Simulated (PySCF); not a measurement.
Compound: sulfuryl fluoride, F₂O₂S.
Numbering: `[O:1]=[S:2](=[O:3])([F:4])[F:5]`

The same species was optimised twice, with GFN2-xTB and with PBE0-D3(BJ)/def2-SVP (PySCF), and the same property calculations (PySCF, gas phase) were run on both structures.

| coordinate | GFN2-xTB | PBE0-D3(BJ)/def2-SVP | change |
| --- | --- | --- | --- |
| S2=O3 (Å) | 1.400 | 1.424 | +0.024 |
| O1=S2 (Å) | 1.400 | 1.424 | +0.024 |
| S2–F5 (Å) | 1.598 | 1.575 | -0.023 |
| S2–F4 (Å) | 1.598 | 1.576 | -0.022 |
| F4–S2–F5 (°) | 93.2 | 94.8 | +1.6 |
| O1–S2–O3 (°) | 124.9 | 125.8 | +0.9 |
| O1–S2–F5 (°) | 108.5 | 107.9 | -0.6 |
| O1–S2–F4 (°) | 108.6 | 108.0 | -0.6 |
| O3–S2–F4 (°) | 108.5 | 107.9 | -0.6 |
| O3–S2–F5 (°) | 108.6 | 108.0 | -0.6 |

Rotational constants: A = 5027, B = 4849, C = 4761 MHz (GFN2-xTB) against A = 4928, B = 4863, C = 4849 MHz (PBE0-D3(BJ)/def2-SVP). Point groups within 0.08 Å: C2v and C2v.

On the GFN2-xTB structure: HOMO (eV) -10.88 [PBE0/pcSseg-1]; LUMO (eV) -0.79 [PBE0/pcSseg-1]; dipole (D) 0.50 [PBE0/pcSseg-1]; GIAO shielding of O1/O3 (mean) (ppm) 94.6 [PBE0/pcSseg-1]; GIAO shielding of S2 (ppm) 196.8 [PBE0/pcSseg-1]; GIAO shielding of F4/F5 (mean) (ppm) 96.2 [PBE0/pcSseg-1].

Question: What do these properties become on the PBE0-D3(BJ)/def2-SVP structure?

Answer: 
```csv
property,level,on GFN2-xTB,on PBE0-D3(BJ)/def2-SVP,change
HOMO (eV),PBE0/pcSseg-1,-10.88,-10.72,+0.16
LUMO (eV),PBE0/pcSseg-1,-0.79,-0.63,+0.16
dipole (D),PBE0/pcSseg-1,0.50,0.79,+0.29
"energy, GFN2-xTB geometry as zero (kcal/mol)",PBE0/pcSseg-1,0.0,-1.4,-1.4
GIAO shielding of O1/O3 (mean) (ppm),PBE0/pcSseg-1,94.6,81.2,-13.4
GIAO shielding of S2 (ppm),PBE0/pcSseg-1,196.8,182.0,-14.8
GIAO shielding of F4/F5 (mean) (ppm),PBE0/pcSseg-1,96.2,106.4,+10.2
```

The heavy atoms differ by 0.023 Å rms after alignment. Among all bonds O1=S2, S2=O3 and S2–F5 change most and about equally (-0.023 to +0.024 Å). Changes are differences of the printed values. Neither structure is proved a minimum here.
